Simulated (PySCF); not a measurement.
hydrogen sulfide (H2S), SMILES S.

Geometry optimised at PBE0-D3(BJ)/def2-TZVPD.

All values below come from HF/def2-TZVPD run with PySCF.

Symmetry labels are those of the subgroup C2v that the program uses (full group C2v).

Problem. List the valence orbital energies around the gap with their symmetry. (The exact figures need the calculation; the answer reports its results.)

Solution. 
| orbital | symmetry | energy (eV) |
|---|---|---|
| HOMO−7 | A1 | -244.06 |
| HOMO−6 | B2 | -180.97 |
| HOMO−5 | A1 | -180.95 |
| HOMO−4 | B1 | -180.92 |
| HOMO−3 | A1 | -26.69 |
| HOMO−2 | B2 | -16.04 |
| HOMO−1 | A1 | -13.66 |
| HOMO | B1 | -10.48 |
| LUMO | A1 | 1.81 |
| LUMO+1 | B2 | 1.97 |
| LUMO+2 | A1 | 2.24 |
| LUMO+3 | B1 | 2.37 |
